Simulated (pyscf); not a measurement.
PySCF, gas phase, ωB97X-D3(BJ)/def2-SVP geometries. MP2 and CC: frozen core, UHF for open shells. ΔMP2 is the change of the MP2 total energy from the triple- to the quadruple-zeta basis.

Task: H₂C=CH₂ + H₂O → H₃C–CH₂–OH
Surface: singlet. Broken: H–O. Formed: C–O, C–H. Give ΔE‡ and ΔE from CCSD(T)/def2-TZVPP + ΔMP2(QZVPP), relative to the separated reactants.

Result: ΔE‡ = 238.6 kJ/mol, ΔE = -58.5 kJ/mol. Zero-point energy shifts the barrier by -0.3 kJ/mol. It is an addition across a multiple bond or ene-type step, with an imaginary mode of 1921i cm⁻¹. This is the saddle that the search found; another between the same sides may lie lower. The CCSD(T) − MP2 part came from Ansatz, without density fitting, on the same reference.
